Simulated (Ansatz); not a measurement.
C3H3N can be A, `[H]/N=C\C#C`, or B, `[H]/N=C/C#C`.

Gas-phase electronic energies from Ansatz, PBE0-D4/def2-TZVP geometries. CCSD(T)/CBS is frozen-core, at the limit of the def2 triple- and quadruple-zeta sets. Double bonds are as drawn, so ΔE can hold a change between cis and trans. DFT in def2-TZVPP. B3LYP here is the variant with VWN-RPA as its local correlation; programs differ in this.

A:

```xyz
7

H    -1.300    0.767    1.222
N    -0.395    1.238    1.272
C     0.426    0.710    0.461
C     0.156   -0.389   -0.413
C    -0.062   -1.313   -1.151
H     1.437    1.120    0.412
H    -0.262   -2.132   -1.802
```

B:

```xyz
7

H    -0.951   -1.961   -1.211
N    -0.610   -1.529   -0.353
C    -0.247   -0.335   -0.584
C     0.275    0.505    0.447
C     0.721    1.264    1.265
H    -0.303    0.138   -1.571
H     1.114    1.919    2.006
```

(1) Which isomer does CCSD(T)/CBS put lower? Give the gap. (Estimate.)

(2) Give E(B) − E(A) in kcal/mol with MP2/def2-TZVPP, LDA (SPW92), B3LYP-D4, ωB97M-V, CCSD(T)/def2-TZVPP, CCSD(T)/def2-SVP, B3LYP. (Estimate.)

(3) Does the order hold for the free energy at 298.15 K (harmonic terms from PBE0-D4)? (Best estimate.)

Largest T1 diagnostic: 0.013.

Answers

(1) Ansatz gave: A, by 1.0 kcal/mol.

(2) Computed: MP2/def2-TZVPP 1.0, LDA (SPW92) 1.2, B3LYP-D4 1.0, ωB97M-V 0.9, CCSD(T)/def2-TZVPP 1.0, CCSD(T)/def2-SVP 0.5, B3LYP 0.9. None reverses the order clearly.

(3) Computed: Yes: G(B) − G(A) = +0.9 kcal/mol.

Leaving LDA and LC-ωPBE aside and taking each functional with its dispersion term where it has one, the values, not all of them listed here, spread over 0.4 kcal/mol, from BHLYP-D4 to r2SCAN-D4.
